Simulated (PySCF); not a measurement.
Geometry (Å), atoms numbered from 1 in this order:
```xyz
7

O    -0.204    0.618    1.399
P     0.001    0.342   -0.022
O     1.331   -0.479   -0.325
O    -1.174   -0.512   -0.678
H     0.114    1.391   -0.901
H     1.768   -0.668    0.505
H    -1.833   -0.686   -0.006
```

- geometry from GFN2-xTB
- σ from GIAO-PBE0/pcSseg-1
- code: PySCF 2.14.0 with density-fitted response routines
- fast rotation and ring inversion assumed for equivalent nuclei, a single conformation, no solvent model, relativity neglected

Referencing at the same level of theory: TMS for 1H; 17O vs H2O; 31P against H3PO4.

```json
{"atoms": "O1", "nucleus": "17O", "count": "1", "δ (ppm)": "168.7"}
{"atoms": "O3/O4", "nucleus": "17O", "count": "2", "δ (ppm)": "120.7"}
{"atoms": "H6/H7", "nucleus": "1H", "count": "2", "δ (ppm)": "3.24"}
{"atoms": "H5", "nucleus": "1H", "count": "1", "δ (ppm)": "?"}
{"atoms": "P2", "nucleus": "31P", "count": "1", "δ (ppm)": "?"}
```

Task: Complete the table.

Result: 
- H5: 6.82 ppm, hydrogen on a phosphorus bonded to 3 O
- P2: 3.7 ppm, phosphorus bonded to 3 O, H

Exchangeable OH/NH protons stand at their gas-phase positions; hydrogen bonding in a real sample shifts them, mostly to higher δ. Experimental scales use liquid or dissolved standards, which lie at an offset from isolated H2O (liquid H2O: subtract about 36 ppm) and H3PO4.
